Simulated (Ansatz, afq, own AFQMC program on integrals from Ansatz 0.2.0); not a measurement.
# Where AFQMC and coupled cluster stand for AlH₄, doublet

```xyz
5

Al   -0.1058    0.0003   -0.2346
H     0.7929    0.0032    3.5089
H    -0.5603   -0.0157    3.4569
H     1.2957    2.4443   -0.3336
H     1.3034   -2.4387   -0.3521
```

Basis 6-31G. Noble-gas cores (and the filled d shells of Ga–Kr and In–Xe) are frozen. AFQMC by an in-house program on the Cholesky factors that Ansatz 0.2.0 writes for its CCSD(T) run. ph-AFQMC/CISD is guided by a CISD state made of CCSD amplitudes; releasing the constraint for a short imaginary time cuts its bias at the price of noise, slowly where states lie close. Uncertainties: one standard error, sampling alone.

Determinant: UHF, the one that the program's search chose, which needn't be the lowest solution. The geometry is a point of a scan.

Full CI on the same integrals is exact in this basis and with this determinant's frozen core.

Cautions: an unrestricted solution with more broken spin lies lower (185 meV, ⟨S²⟩ 1.74); strong correlation (T1 0.088, weight of the determinant 0.69, largest double 0.18); unrestricted determinant spin contaminated (⟨S²⟩ 1.36 against 0.75); the released energies are still falling, so no released level is given (meV from the phaseless value at times in 1/Eh: -5 ± 5 at 0.24, -11 ± 4 at 0.51, -18 ± 4 at 0.99, -26 ± 3 at 1.62, -38.0 ± 2.2 at 2.40).

```
T1 diagnostic                               : 0.0881
weight of the determinant in the CISD state : 0.686
⟨S²⟩ of the determinant                     : 1.365
size of the correlated space                : 7 electrons in 16 orbitals
```

Reference: full CI, correlation energy -2.836 eV. The cautions show a poor starting determinant, so the rows tell how each method copes with it here, and full CI is the sure value.

```tsv
level	E − E(reference) (kJ/mol)	share of correlation (%)
HF	273.6	0.00
MP2	144.7	47.12
CCSD	6.2	97.73
CCSD(T)	3.0	98.90
CCSDT	0.2	99.92
CCSDT(Q)	0.1	99.97
CCSDTQ	0.0	100.00
ph-AFQMC/CISD	6.1 ± 0.4	97.77
```

CCSDT and higher add their correlation energy to the determinant of the CCSD(T) run, since their own runs factorise the integrals more tightly (a shift of under 2 meV).
